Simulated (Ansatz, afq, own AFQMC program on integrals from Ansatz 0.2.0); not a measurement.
SiHO, quartet in cc-pVDZ, levels against CCSDT(Q)

```xyz
3

Si    0.0000   -0.1509    1.1144
O     0.0000    0.1942   -2.0759
H     0.0000    1.1230    1.8991
```

Connectivity, by distances: SiH ··· O.

Basis cc-pVDZ. Only valence electrons are correlated. Integrals, coupled cluster, full CI and functionals: Ansatz 0.2.0; the random walks run on the same integrals in our own AFQMC program. ph-AFQMC/CISD is guided by a CISD state made of CCSD amplitudes; releasing the constraint for a short imaginary time cuts its bias at the price of noise, slowly where states lie close. Error bars are statistical, one sigma.

Determinant: UHF, the one that the program's search chose, which needn't be the lowest solution. The geometry is a point of a scan.

No full CI on the walks' own integrals is used here; CCSDT(Q) serves as the reference and is uncertain by about the last step of the cluster series.

Cautions: lower spins were not checked.

The T1 diagnostic is 0.0224, the weight of the determinant in the CISD state is 0.892 and the ⟨S²⟩ of the determinant is 3.791. The size of the correlated space is 11 electrons in 31 orbitals.

```tsv
level	correlation energy (eV)
MP2	-4.5576
CCSD	-5.6363
CCSD(T)	-5.7076
```

(1) Estimate where phaseless AFQMC with the Hartree–Fock trial lies against CCSD(T) on the same integrals.

(1) 1.01 ± 2.32 mEh below CCSD(T). The gap is under twice the noise, so this walk alone can't tell the two apart.

Reference: CCSDT(Q), correlation energy -5.733 eV. The released energy is read at 2.40 1/Eh (meV from the phaseless value at times in 1/Eh: -15 ± 9 at 0.24, -10 ± 9 at 0.51, -15 ± 13 at 0.99, -19 ± 12 at 1.62, -35 ± 17 at 2.40).

```json
{"level": "CCSD(T)", "E − E(reference) (mEh)": "0.95", "share of correlation (%)": "99.55"}
{"level": "CCSDT", "E − E(reference) (mEh)": "0.15", "share of correlation (%)": "99.93"}
{"level": "ph-AFQMC/HF", "E − E(reference) (mEh)": "-0.06 ± 2.32", "share of correlation (%)": "100.03"}
{"level": "ph-AFQMC/CISD", "E − E(reference) (mEh)": "1.35 ± 0.34", "share of correlation (%)": "99.36"}
{"level": "released AFQMC", "E − E(reference) (mEh)": "0.07 ± 0.64", "share of correlation (%)": "99.97"}
```

A walk keeps the symmetry of its determinant, which the program's search chose and which needn't be the lowest solution, so a lower state of the same spin and another symmetry isn't excluded. Released energies are given only where the last usable release times agree within the noise; a slower fall can still hide under it.
